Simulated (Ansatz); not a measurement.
Cartesian coordinates in Å:
```
C -0.4712 -0.2552 0.5380
N 0.4577 0.2480 -0.5227
H -0.2046 -1.2837 0.7702
H -0.3620 0.3735 1.4186
H -1.4888 -0.2032 0.1581
H 0.2460 1.2156 -0.7765
H 0.3916 -0.3138 -1.3745
H 1.4313 0.2189 -0.2113
```

The species carries charge 1 and has multiplicity 1.

**Question.** List the CAM-B3LYP/def2-TZVPP orbital energies in eV (Ansatz). (Estimate.)

**Answer.** The calculation gave: Occupied: -401.00, -285.91, -35.62, -27.65, -23.95, -23.95, -21.18, -18.86, -18.86. Lowest empty: -4.58, -2.55, -2.55, -2.16, -0.89, -0.89, -0.59, 1.28.
